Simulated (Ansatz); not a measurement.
Geometry optimisation, RKS B3LYP/6-31G* (Ansatz).

The input (input.yaml):

```yaml
crystal:
  periodic: [false, false, false]
  atoms:
    - { symbol: Al, position_ang: [0.360698, 0.031424, 0.001893] }
    - { symbol: "N", position_ang: [0.965287, -0.039766, 1.743604] }
    - { symbol: H, position_ang: [0.500168, -0.123584, 2.641222] }
    - { symbol: H, position_ang: [1.965135, 0.051814, 1.86503] }
    - { symbol: H, position_ang: [1.853525, 0.156231, -0.386605] }
    - { symbol: H, position_ang: [-1.109713, -0.07612, -0.558745] }
basis:
  gaussian: { orbitals: "6-31G*" }
hamiltonian:
  xc: b3lyp
relax:
  f_tol: 0.03
  max_steps: 50
```

Launched with:

```bash
$ ansatz run input.yaml --threads 1 --pin off --max-ram 2048MiB --backend cpu --events-out ev --progress --plain --runs-dir out
```

Question: Where does it end, and by what steps?

Answer: The run converged. After 5 steps the energy has fallen by 0.564 eV; H5 moved furthest, 0.58 Å.

| step | energy less start (eV) | largest force component (eV/Å) | accepted |
| --- | --- | --- | --- |
| 0 | 0.0000 | 2.003 | yes |
| 1 | -0.3473 | 0.993 | yes |
| 2 | -0.4905 | 0.380 | yes |
| 3 | -0.5454 | 0.745 | yes |
| 4 | -0.5637 | 0.123 | yes |
| 5 | -0.5643 | 0.011 | yes |

```xyz
6
Properties=species:S:1:pos:R:3
Al 0.566 0.031 0.069
N 0.969 -0.034 1.802
H 0.294 -0.133 2.550
H 1.906 0.023 2.180
H 1.764 0.188 -0.959
H -0.964 -0.074 -0.336
```

Whether the end is a true minimum wasn't checked by a vibrational analysis.

The run took 4.1 s on 1 thread of Intel(R) Xeon(R) 6975P-C (Granite Rapids), with other jobs on the host, peak memory 0.12 GiB.
